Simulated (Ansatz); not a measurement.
Two shapes of singlet CNO(-).

Shape 1:

```xyz
3

O    -0.8707    1.0455   -0.6281
C    -0.4973    0.1718    0.1529
N    -0.0818   -0.8004    1.0220
```

Shape 2:

```xyz
3

O    -0.8707    1.0455   -0.6281
C    -0.4973    0.1718    0.1529
N    -0.0096   -0.9694    1.1731
```

Basis set: cc-pVDZ (spherical functions). Frozen core: 3 orbitals. Charge -1, multiplicity 1.

Computed with Ansatz (development build ahead of 0.2.0); the reference of a correlated method needn't be the lowest determinant of its kind.

Task: Which shape is lower in energy, and by how much in each method?

Result:

| method | E(2) − E(1) (eV) |
| --- | --- |
| RHF-CCSD | 2.558 |
| RHF-CCSD(T) | 2.344 |

Shape 1 is lower. Caution: no unrestricted run beside it, a lower state can exist; no diffuse functions for an anion; other spin multiplicities were not run; large amplitudes, a single reference is doubtful; the reference determinant was not shown to be the lowest.
